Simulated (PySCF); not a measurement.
Gas-phase reaction: C₄H₈ (cis-2-butene) = C₄H₈ (cyclic)

Computed with PySCF (xtb for GFN2) and rigid-rotor harmonic-oscillator thermochemistry at 1 bar. Table values come from the NASA 1993 polynomials. S°(298 K) at PBE0/def2-TZVP differs from the NASA 1993 table for C₄H₈ (cis-2-butene) (-6 J/mol/K); whether the harmonic model or the table's entry is off was not settled. † marks an energy on the PBE0/def2-TZVP geometry and frequencies; other levels use their own. 6-31G* has spherical d functions here. All species are closed-shell singlets. The harmonic model lacks anharmonicity and excited electronic states, which grow with temperature; levels with a mode under 35 cm⁻¹ are left out. Internal rotation in C₄H₈ (cis-2-butene) is treated as a harmonic vibration of one conformer, which makes the entropy rough. The table's entry may be an old estimate for C₄H₈ (cis-2-butene), C₄H₈ (cyclic) (not checked at source).

```json
[
 {"level": "table", "ΔH°(298 K), kJ": "35.8", "minus table": "-", "ΔG°(800 K), kJ": "66.5"},
 {"level": "BLYP/def2-TZVP†", "ΔH°(298 K), kJ": "55.7", "minus table": "19.9", "ΔG°(800 K), kJ": "84.8"},
 {"level": "GFN2-xTB", "ΔH°(298 K), kJ": "-30.5", "minus table": "-66.3", "ΔG°(800 K), kJ": "1.1"},
 {"level": "HF/6-31G*", "ΔH°(298 K), kJ": "31.7", "minus table": "-4.1", "ΔG°(800 K), kJ": "60.6"},
 {"level": "M06-2X/def2-TZVP†", "ΔH°(298 K), kJ": "30.8", "minus table": "-5.0", "ΔG°(800 K), kJ": "59.8"},
 {"level": "PBE/def2-SVP", "ΔH°(298 K), kJ": "23.8", "minus table": "-12.0", "ΔG°(800 K), kJ": "51.2"},
 {"level": "PBE0/def2-SVP†", "ΔH°(298 K), kJ": "15.6", "minus table": "-20.2", "ΔG°(800 K), kJ": "44.7"},
 {"level": "r2SCAN/def2-TZVP†", "ΔH°(298 K), kJ": "34.2", "minus table": "-1.6", "ΔG°(800 K), kJ": "63.2"}
]
```
